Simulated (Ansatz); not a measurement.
# C₂H₃ClFN: one molecule under many settings

Aim: run C₂H₃ClFN under a spread of inputs, and see what each costs and gives.

The runs use Ansatz 0.2.0, Gaussian basis; the settings change from run to run.

**1. The molecule**

The geometry comes from an earlier relaxation with PBE0-D4 in a triple-zeta def2 set; it is a stationary point, not always the lowest conformer.

SMILES `FC/N=C/Cl`, 8 atoms, charge 0, spin multiplicity 1.

Atoms are counted from 1 here; the program's logs count them from 0.

Bond lengths: F1–C2 1.384 Å, C2–N3 1.413 Å, C2–H6 1.094 Å, C2–H7 1.094 Å, N3–C4 1.246 Å, C4–Cl5 1.724 Å, C4–H8 1.088 Å. Angles: F1–C2–N3 114.6°, F1–C2–H6 107.5°, F1–C2–H7 107.5°, N3–C2–H6 108.7°, N3–C2–H7 108.7°, H6–C2–H7 109.6°, C2–N3–C4 120.5°, N3–C4–Cl5 121.0°, N3–C4–H8 126.5°, Cl5–C4–H8 112.6°.

Geometry (Å):

```mol
C2H3ClFN
  3D, bonds by distance, orders not assigned

  8  7  0  0  0  0  0  0  0  0999 V2000
    0.2462   -0.8596    1.4189 F   0  0
    0.9595   -0.0592    0.5431 C   0  0
    0.2149    0.4177   -0.5587 N   0  0
   -0.9868    0.1149   -0.6896 C   0  0
   -1.9055    0.6909   -2.0301 Cl  0  0
    1.3347    0.7975    1.1107 H   0  0
    1.8017   -0.6488    0.1691 H   0  0
   -1.5726   -0.5105   -0.0193 H   0  0
  1  2  8  0
  2  3  8  0
  3  4  8  0
  4  5  8  0
  2  6  8  0
  2  7  8  0
  4  8  8  0
M  END
```

**2. PBE-QIDH/def2-TZVPD**

Options: multiplicity 3, the search for lower states set to light.

The input, in.yaml:

```yaml
crystal:
  periodic: [false, false, false]
  atoms:
    - {symbol: F, position_ang: [0.246199, -0.859636, 1.418923]}
    - {symbol: C, position_ang: [0.959532, -0.059155, 0.543120]}
    - {symbol: N, position_ang: [0.214928, 0.417686, -0.558693]}
    - {symbol: C, position_ang: [-0.986783, 0.114922, -0.689571]}
    - {symbol: Cl, position_ang: [-1.905479, 0.690910, -2.030074]}
    - {symbol: H, position_ang: [1.334692, 0.797510, 1.110718]}
    - {symbol: H, position_ang: [1.801701, -0.648797, 0.169147]}
    - {symbol: H, position_ang: [-1.572590, -0.510539, -0.019269]}
basis:
  gaussian: {orbitals: def2-TZVPD}
magnetization: {spin_polarized: true, initial_magnetization: 2}
hamiltonian: {xc: {name: PBE-QIDH}}
scf: {lower_state_search: light}
```

Run with:

```console
$ ansatz run in.yaml --threads 2 --pin off --events-out ev --progress --plain --max-ram 4352MiB
```

Log:

```text
Functional definition: PBE-QIDH
  name "PBE-QIDH"
  cite "Brémond, Sancho-García, Pérez-Jiménez & Adamo, J. Chem. Phys. 141, 031101 (2014) doi:10.1063/1.4890314"
  cite "Perdew, Burke & Ernzerhof, Phys. Rev. Lett. 77, 3865 (1996) doi:10.1103/PhysRevLett.77.3865"
  parameter a = 3^(-1/3)
  parameter c = 1/3
  exchange = (1 - a)*pbe_x + a*exact_x
  correlation = (1 - c)*pbe_c + c*(mp2_os + mp2_ss)
1470 factors; integrals over basis functions are off by at most 1.0e-3 eV
mean field evaluation 1: about -18821.4642 eV, gradient 2.9e1 eV
mean field evaluation 2: about -18821.5764 eV, gradient 2.9e1 eV
mean field evaluation 4: about -18826.0290 eV, gradient 3.6e0 eV
mean field evaluation 8: about -18826.3184 eV, gradient 1.2e0 eV
mean field evaluation 16: about -18826.3804 eV, gradient 5.1e-3 eV
mean field evaluation 32: about -18826.3804 eV, gradient 1.1e-5 eV
mean field -18826.38040401 eV, -691.8567188685 hartree, gradient 3.1e-6 eV, S^2 2.020114; 2 other end points of the search recorded, 0 dependent functions left out
9 core orbitals not correlated: weight in the atoms' cores, before any rotation towards them, 1.000 or more for the frozen orbitals, at most 0.000 for the correlated occupied ones
reference -18826.38042306 eV, -691.8567195685 hartree; 16, 14 occupied and 199, 201 virtual orbitals, 1470 factors
second order -27.62456791 eV of doubles, -0.00000000 eV of singles
Total energy: -18835.58861236 eV, -692.1951142839 hartree
```

It took 28 s on 2 threads of Arm Neoverse V1, shared host; peak memory 0.81 GiB.

⟨S²⟩ 2.020.

**3. CAM-B3LYP/def2-SVPD**

This run has charge +1, multiplicity 2, atoms shaken by 0.03 Å, density fitting with cc-pVTZ-jkfit, D3(BJ) with three-body dispersion.

The input, in.yaml:

```yaml
crystal:
  periodic: [false, false, false]
  atoms:
    - {symbol: F, position_ang: [0.233829, -0.820537, 1.392537]}
    - {symbol: C, position_ang: [1.004825, -0.033255, 0.552694]}
    - {symbol: N, position_ang: [0.231453, 0.432515, -0.547698]}
    - {symbol: C, position_ang: [-0.987846, 0.116223, -0.729709]}
    - {symbol: Cl, position_ang: [-1.902929, 0.675749, -2.018353]}
    - {symbol: H, position_ang: [1.371272, 0.788193, 1.167317]}
    - {symbol: H, position_ang: [1.820522, -0.684067, 0.121162]}
    - {symbol: H, position_ang: [-1.528930, -0.494860, -0.032337]}
basis:
  gaussian: {orbitals: def2-SVPD, fitting: {mean_field: cc-pVTZ-jkfit}}
total_charge: 1
magnetization: {spin_polarized: true, initial_magnetization: 1}
hamiltonian: {xc: {name: CAM-B3LYP}, dispersion: d3bjatm}
```

The command is unchanged.

Log (excerpt; [...] marks lines left out):

```text
Functional definition: CAM-B3LYP
  name "CAM-B3LYP"
  cite "Yanai, Tew & Handy, Chem. Phys. Lett. 393, 51 (2004) doi:10.1016/j.cplett.2004.06.011"
  cite "Iikura, Tsuneda, Yanai & Hirao, J. Chem. Phys. 115, 3540 (2001) doi:10.1063/1.1383587"
  cite "Becke, Phys. Rev. A 38, 3098 (1988) doi:10.1103/PhysRevA.38.3098"
  cite "Lee, Yang & Parr, Phys. Rev. B 37, 785 (1988) doi:10.1103/PhysRevB.37.785"
  cite "Vosko, Wilk & Nusair, Can. J. Phys. 58, 1200 (1980) doi:10.1139/p80-159"
[...]
  # Exact exchange under (alpha + beta erf(omega r))/r, Becke's under what is left of 1/r.
[...]
527 factors; integrals over basis functions are off by at most 2.8e-1 eV
527 factors; integrals over basis functions are off by at most 1.1e-3 eV
[...]
mean field -18830.67952240 eV, -692.0147085550 hartree, gradient 4.3e-6 eV, S^2 0.762515; 2 other end points of the search recorded, 0 dependent functions left out
reference -18830.67965565 eV, -692.0147134521 hartree; 24, 23 occupied and 110, 111 virtual orbitals, 527 factors
Total energy: -18830.79204348 eV, -692.0188436287 hartree
```

Run time: 16 s. Hardware: 2 threads of Arm Neoverse V1, shared host; peak memory 0.41 GiB.

⟨S²⟩ 0.763.

**4. B3LYP/aug-cc-pVDZ**

Options: atoms shaken by 0.15 Å, a point charge of 0.50 e beside it, D4 dispersion.

The input, in.yaml:

```yaml
crystal:
  periodic: [false, false, false]
  atoms:
    - {symbol: F, position_ang: [0.277470, -0.949823, 1.353132]}
    - {symbol: C, position_ang: [0.877758, -0.213362, 0.553977]}
    - {symbol: N, position_ang: [0.157083, 0.484556, -0.595918]}
    - {symbol: C, position_ang: [-1.018515, 0.199233, -0.703379]}
    - {symbol: Cl, position_ang: [-1.915395, 0.708372, -2.133950]}
    - {symbol: H, position_ang: [1.355748, 0.960088, 1.097335]}
    - {symbol: H, position_ang: [1.763352, -0.726637, 0.266477]}
    - {symbol: H, position_ang: [-1.454573, -0.693200, -0.222317]}
basis:
  gaussian: {orbitals: aug-cc-pVDZ, point_charges: [{charge: 0.50, position_ang: [6.210, -0.541, 0.598]}]}
hamiltonian: {xc: {name: B3LYP}, dispersion: d4}
```

Launched as before.

Log (excerpt; [...] marks lines left out):

```text
Functional definition: B3LYP
  name "B3LYP"
  cite "Stephens, Devlin, Chabalowski & Frisch, J. Phys. Chem. 98, 11623 (1994) doi:10.1021/j100096a001"
  cite "Becke, Phys. Rev. A 38, 3098 (1988) doi:10.1103/PhysRevA.38.3098"
  cite "Lee, Yang & Parr, Phys. Rev. B 37, 785 (1988) doi:10.1103/PhysRevB.37.785"
  cite "Vosko, Wilk & Nusair, Can. J. Phys. 58, 1200 (1980) doi:10.1139/p80-159"
[...]
1414 factors; their error is unknown
[...]
mean field -18851.30214844 eV, -692.7725760835 hartree, gradient 7.6e-5 eV, S^2 0.000000; 0 other end points of the search recorded, 0 dependent functions left out
reference -18851.30245956 eV, -692.7725875173 hartree; 24, 24 occupied and 122, 122 virtual orbitals, 1414 factors
Total energy: -18851.54346849 eV, -692.7814444320 hartree
```

Wall time 3.4 s (2 threads of Arm Neoverse V1, shared host).

**5. wB97X-V/cc-pVTZ-DK**

Set apart from the defaults: density fitting with def2-universal-jkfit, the search for lower states set to full.

The input, in.yaml:

```yaml
crystal:
  periodic: [false, false, false]
  atoms:
    - {symbol: F, position_ang: [0.246199, -0.859636, 1.418923]}
    - {symbol: C, position_ang: [0.959532, -0.059155, 0.543120]}
    - {symbol: N, position_ang: [0.214928, 0.417686, -0.558693]}
    - {symbol: C, position_ang: [-0.986783, 0.114922, -0.689571]}
    - {symbol: Cl, position_ang: [-1.905479, 0.690910, -2.030074]}
    - {symbol: H, position_ang: [1.334692, 0.797510, 1.110718]}
    - {symbol: H, position_ang: [1.801701, -0.648797, 0.169147]}
    - {symbol: H, position_ang: [-1.572590, -0.510539, -0.019269]}
basis:
  gaussian: {orbitals: cc-pVTZ-DK, fitting: {mean_field: def2-universal-jkfit}}
hamiltonian: {xc: {name: wB97X-V}}
scf: {lower_state_search: full}
```

Same command.

Log (excerpt; [...] marks lines left out):

```text
Functional definition: wB97X-V
  name "wB97X-V"
  cite "Mardirossian & Head-Gordon, Phys. Chem. Chem. Phys. 16, 9904 (2014) doi:10.1039/C3CP54374A"
  cite "Becke, J. Chem. Phys. 107, 8554 (1997) doi:10.1063/1.475007"
  cite "Vydrov & Van Voorhis, J. Chem. Phys. 133, 244103 (2010) doi:10.1063/1.3521275"
[...]
      + integral(e_c_pw_opposite_spin*poly(b97_u_opposite, cos0, cos1)) + vv10(b, c)
486 factors; integrals over basis functions are off by at most 9.2e-1 eV
486 factors; integrals over basis functions are off by at most 1.0e-6 eV
[...]
mean field -18893.38900828 eV, -694.3192396551 hartree, gradient 2.0e-5 eV, S^2 0.000000; 0 other end points of the search recorded, 0 dependent functions left out
reference -18893.38900670 eV, -694.3192395971 hartree; 24, 24 occupied and 172, 172 virtual orbitals, 486 factors
Total energy: -18893.38900670 eV, -694.3192395971 hartree
Relativity: scalar
```

Run time: 8 s. Hardware: 2 threads of Arm Neoverse V1, shared host; peak memory 0.45 GiB.

**6. CAM-B3LYP/cc-pVDZ**

This run has D3(BJ) dispersion, high accuracy.

Edit in.yaml of step 5 so:

```diff
@@ -12,4 +12,5 @@
 basis:
-  gaussian: {orbitals: cc-pVTZ-DK, fitting: {mean_field: def2-universal-jkfit}}
-hamiltonian: {xc: {name: wB97X-V}}
-scf: {lower_state_search: full}
+  gaussian: {orbitals: cc-pVDZ}
+hamiltonian: {xc: {name: CAM-B3LYP}, dispersion: d3bj}
+accuracy: high
+output: {forces: true}
```

The command is unchanged.

Log (excerpt; [...] marks lines left out):

```text
Functional definition: CAM-B3LYP
  name "CAM-B3LYP"
  cite "Yanai, Tew & Handy, Chem. Phys. Lett. 393, 51 (2004) doi:10.1016/j.cplett.2004.06.011"
  cite "Iikura, Tsuneda, Yanai & Hirao, J. Chem. Phys. 115, 3540 (2001) doi:10.1063/1.1383587"
  cite "Becke, Phys. Rev. A 38, 3098 (1988) doi:10.1103/PhysRevA.38.3098"
  cite "Lee, Yang & Parr, Phys. Rev. B 37, 785 (1988) doi:10.1103/PhysRevB.37.785"
  cite "Vosko, Wilk & Nusair, Can. J. Phys. 58, 1200 (1980) doi:10.1139/p80-159"
[...]
  # Exact exchange under (alpha + beta erf(omega r))/r, Becke's under what is left of 1/r.
[...]
2078 factors; integrals over basis functions are off by at most 2.8e-8 eV
384 factors; integrals over basis functions are off by at most 2.5e-9 eV
[...]
mean field -18849.85656792 eV, -692.7194519794 hartree, gradient 7.1e-8 eV, S^2 0.000000; 0 other end points of the search recorded, 0 dependent functions left out
[...]
reference -18849.85658636 eV, -692.7194526569 hartree; 24, 24 occupied and 65, 65 virtual orbitals, 2078 factors
Total energy: -18849.96911780 eV, -692.7235881112 hartree
Atom 0 at     0.246199    -0.859636     1.418923 Å, force    -0.163774    -0.083808     0.047468 eV/Å
Atom 1 at     0.959532    -0.059155     0.543120 Å, force    -0.072962    -0.125899     0.157257 eV/Å
Atom 2 at     0.214928     0.417686    -0.558693 Å, force     0.302749     0.244070    -0.224578 eV/Å
Atom 3 at    -0.986783     0.114922    -0.689571 Å, force    -0.010244    -0.135505     0.202934 eV/Å
Atom 4 at    -1.905479     0.690910    -2.030074 Å, force    -0.264511     0.170976    -0.393791 eV/Å
Atom 5 at     1.334692     0.797510     1.110718 Å, force     0.115388     0.220872     0.105580 eV/Å
Atom 6 at     1.801701    -0.648797     0.169147 Å, force     0.222100    -0.109540    -0.109330 eV/Å
Atom 7 at    -1.572590    -0.510539    -0.019269 Å, force    -0.128746    -0.181165     0.214461 eV/Å
Dipole moment:     0.150645    -0.064506     0.173842 e Å
```

Wall time 6.5 s (2 threads of Arm Neoverse V1, shared host).

Largest force 0.504 eV/Å, dipole 1.15 D.

**7. revPBE0/6-31G**

This run has high accuracy.

Edit in.yaml of step 6 so:

```diff
@@ -12,5 +12,4 @@
 basis:
-  gaussian: {orbitals: cc-pVDZ}
-hamiltonian: {xc: {name: CAM-B3LYP}, dispersion: d3bj}
+  gaussian: {orbitals: 6-31G}
+hamiltonian: {xc: {name: revPBE0}}
 accuracy: high
-output: {forces: true}
```

Launched as before.

Log (excerpt; [...] marks lines left out):

```text
Functional definition: revPBE0
  name "revPBE0"
  cite "Zhang & Yang, Phys. Rev. Lett. 80, 890 (1998) doi:10.1103/PhysRevLett.80.890"
  cite "Adamo & Barone, J. Chem. Phys. 110, 6158 (1999) doi:10.1063/1.478522"
  cite "Perdew, Burke & Ernzerhof, Phys. Rev. Lett. 77, 3865 (1996) doi:10.1103/PhysRevLett.77.3865"
[...]
1365 factors; integrals over basis functions are off by at most 5.3e-9 eV
[...]
mean field -18843.62175955 eV, -692.4903269978 hartree, gradient 7.8e-8 eV, S^2 0.000000; 0 other end points of the search recorded, 0 dependent functions left out
reference -18843.62176167 eV, -692.4903270759 hartree; 24, 24 occupied and 31, 31 virtual orbitals, 1365 factors
Total energy: -18843.62176167 eV, -692.4903270759 hartree
```

It took 2.7 s on 2 threads of Arm Neoverse V1, shared host.

**8. LC-wPBE/6-31G***

Options: high accuracy, the search for lower states set to full.

Edit in.yaml of step 7 so:

```diff
@@ -12,4 +12,6 @@
 basis:
-  gaussian: {orbitals: 6-31G}
-hamiltonian: {xc: {name: revPBE0}}
+  gaussian: {orbitals: "6-31G*"}
+hamiltonian: {xc: {name: LC-wPBE}}
 accuracy: high
+scf: {lower_state_search: full}
+output: {forces: true}
```

The command is unchanged.

Log (excerpt; [...] marks lines left out):

```text
Functional definition: LC-wPBE
  name "LC-wPBE"
  cite "Vydrov & Scuseria, J. Chem. Phys. 125, 234109 (2006) doi:10.1063/1.2409292"
  cite "Heyd & Scuseria, J. Chem. Phys. 120, 7274 (2004) doi:10.1063/1.1668634"
  cite "Ernzerhof & Perdew, J. Chem. Phys. 109, 3313 (1998) doi:10.1063/1.476928"
  cite "Perdew, Burke & Ernzerhof, Phys. Rev. Lett. 77, 3865 (1996) doi:10.1103/PhysRevLett.77.3865"
  parent pbe
[...]
1894 factors; integrals over basis functions are off by at most 8.4e-9 eV
475 factors; integrals over basis functions are off by at most 2.3e-9 eV
[...]
mean field -18843.69414860 eV, -692.4929872464 hartree, gradient 3.3e-8 eV, S^2 0.000000; 0 other end points of the search recorded, 0 dependent functions left out
[...]
reference -18843.69414860 eV, -692.4929872465 hartree; 24, 24 occupied and 61, 61 virtual orbitals, 1894 factors
Total energy: -18843.69414860 eV, -692.4929872465 hartree
Atom 0 at     0.246199    -0.859636     1.418923 Å, force    -0.065899     0.029328    -0.077777 eV/Å
Atom 1 at     0.959532    -0.059155     0.543120 Å, force     0.088871    -0.187263     0.331784 eV/Å
Atom 2 at     0.214928     0.417686    -0.558693 Å, force     0.095916     0.169474    -0.212552 eV/Å
Atom 3 at    -0.986783     0.114922    -0.689571 Å, force    -0.131161    -0.073998     0.048456 eV/Å
Atom 4 at    -1.905479     0.690910    -2.030074 Å, force    -0.009989     0.015535    -0.028760 eV/Å
Atom 5 at     1.334692     0.797510     1.110718 Å, force     0.007479     0.030094    -0.058267 eV/Å
Atom 6 at     1.801701    -0.648797     0.169147 Å, force     0.003214     0.043379    -0.049418 eV/Å
Atom 7 at    -1.572590    -0.510539    -0.019269 Å, force     0.011569    -0.026550     0.046534 eV/Å
Dipole moment:     0.145855    -0.098464     0.223632 e Å
```

Run time: 5.5 s. Hardware: 2 threads of Arm Neoverse V1, shared host.

Largest force 0.391 eV/Å, dipole 1.37 D.

**9. rPW86-PBE/aug-cc-pVTZ**

Set apart from the defaults: density fitting with cc-pVTZ-jkfit, D3(BJ) with three-body dispersion, the search for lower states set to light.

Edit in.yaml of step 8 so:

```diff
@@ -12,6 +12,4 @@
 basis:
-  gaussian: {orbitals: "6-31G*"}
-hamiltonian: {xc: {name: LC-wPBE}}
-accuracy: high
-scf: {lower_state_search: full}
-output: {forces: true}
+  gaussian: {orbitals: aug-cc-pVTZ, fitting: {mean_field: cc-pVTZ-jkfit}}
+hamiltonian: {xc: {name: rPW86-PBE}, dispersion: d3bjatm}
+scf: {lower_state_search: light}
```

The command is unchanged.

Log:

```text
Functional definition: rPW86-PBE
  name "rPW86-PBE"
  cite "Murray, Lee & Langreth, J. Chem. Theory Comput. 5, 2754 (2009) doi:10.1021/ct900365q"
  cite "Perdew, Burke & Ernzerhof, Phys. Rev. Lett. 77, 3865 (1996) doi:10.1103/PhysRevLett.77.3865"
  parent pbe
  exchange = rpw86_x
  correlation = pbe_c
527 factors; integrals over basis functions are off by at most 8.2e-1 eV
mean field evaluation 1: about -18862.6757 eV, gradient 8.2e1 eV
mean field evaluation 2: about -18747.0380 eV, gradient 1.9e2 eV
mean field evaluation 4: about -18873.9044 eV, gradient 4.2e1 eV
mean field evaluation 8: about -18877.2538 eV, gradient 3.0e-1 eV
mean field evaluation 16: about -18877.2556 eV, gradient 2.0e-4 eV
mean field -18877.25556071 eV, -693.7263463929 hartree, gradient 3.9e-5 eV, S^2 0.000000; 0 other end points of the search recorded, 0 dependent functions left out
reference -18877.25569773 eV, -693.7263514282 hartree; 24, 24 occupied and 279, 279 virtual orbitals, 527 factors
Total energy: -18877.40583786 eV, -693.7318689761 hartree
```

Wall time 11 s (2 threads of Arm Neoverse V1, shared host); peak memory 0.47 GiB.

**10. The runs in one table**

| level | charge | multiplicity | geometry | functions | energy (eV) | time |
| --- | --- | --- | --- | --- | --- | --- |
| PBE-QIDH/def2-TZVPD | 0 | 3 | relaxed | 224 | -18835.589 | 28 s |
| CAM-B3LYP/def2-SVPD | 1 | 2 | shaken | 134 | -18830.792 | 16 s |
| B3LYP/aug-cc-pVDZ | 0 | 1 | shaken, point charge | 146 | -18851.543 | 3.4 s |
| wB97X-V/cc-pVTZ-DK | 0 | 1 | relaxed | 196 | -18893.389 | 8 s |
| CAM-B3LYP/cc-pVDZ | 0 | 1 | relaxed | 89 | -18849.969 | 6.5 s |
| revPBE0/6-31G | 0 | 1 | relaxed | 55 | -18843.622 | 2.7 s |
| LC-wPBE/6-31G* | 0 | 1 | relaxed | 85 | -18843.694 | 5.5 s |
| rPW86-PBE/aug-cc-pVTZ | 0 | 1 | relaxed | 303 | -18877.406 | 11 s |

**11. What came out**

| quantity | value |
| --- | --- |
| runs | 8 |
| quickest | revPBE0/6-31G, 2.7 s |
| slowest | PBE-QIDH/def2-TZVPD, 28 s |
| spread of total energies, same state and geometry | 49.8 eV |
| dipole, same state and geometry | 1.15 to 1.37 D |

In words: PBE-QIDH/def2-TZVPD took 10 times as long as revPBE0/6-31G. The jobs differ in tasks and options as well as level. Total energies at one charge and spin differ by 50 eV between levels, so only differences within one level mean anything. Some of these runs are scalar-relativistic and others not, which shifts the totals of all-electron atoms past neon by eV; core potentials, where a basis has them, take the core out of the total altogether. At the PBE0-D4/def2-TZVP geometry and in the same state, runs without warnings or point charges leave forces up to 0.50 eV/Å (CAM-B3LYP/cc-pVDZ).
